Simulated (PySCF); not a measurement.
# The first ionisation energy along group 15

All values are computed (PySCF 2.14, energy differences of UHF-based or UKS calculations, no spin-orbit coupling). Values in eV. The last column holds reference values (NIST; (s) semi-empirical, (t) theoretical, else measured). Unmarked ones compare directly (S terms, centres of terms, or small fine structure); those marked * lie between the lowest fine-structure levels and include a spin-orbit shift.

```csv
element,configurations,UHF,CCSD(T) (valence),BP86,CCSDT (valence),LDA,PBE,reference
"N (aug-cc-pVDZ, non-relativistic)",[He] 2s2 2p3 → [He] 2s2 2p2,13.930,14.357,14.790,14.357,15.019,14.757,14.545
"As (aug-cc-pVDZ-PP with ECP10MDF, ECP)",[Ar] 3d10 4s2 4p3 → [Ar] 3d10 4s2 4p2,9.431,9.779,9.935,9.780,9.988,9.852,10.008
"Sb (aug-cc-pVDZ-PP with ECP28MDF, ECP)",[Kr] 4d10 5s2 5p3 → [Kr] 4d10 5s2 5p2,8.598,8.891,9.077,8.892,9.132,8.974,9.124
"Bi (aug-cc-pVDZ-PP with ECP60MDF, ECP)",[Xe] 4f14 5d10 6s2 6p3 → [Xe] 4f14 5d10 6s2 6p2,8.232,8.502,8.707,8.503,8.778,8.586,7.286 *
```

Problem. Fill in the row of P (aug-cc-pV(D+d)Z, non-relativistic) ([Ne] 3s2 3p3 → [Ne] 3s2 3p2).

Solution. UHF 9.936; CCSD(T) (valence) 10.338; CCSDT (valence) 10.338; LDA 10.595; PBE 10.505; reference 10.526 (eV).

For Bi a determinant mixes LS terms or the coupling is close to jj, so these rows are model values.

"Valence" correlates the outer s and p shells and, in groups 3 to 12 and the f block, the outer d or f shell, open or full, or the next shell where the ion has no valence electron left; the wider scheme adds the next inner shell.
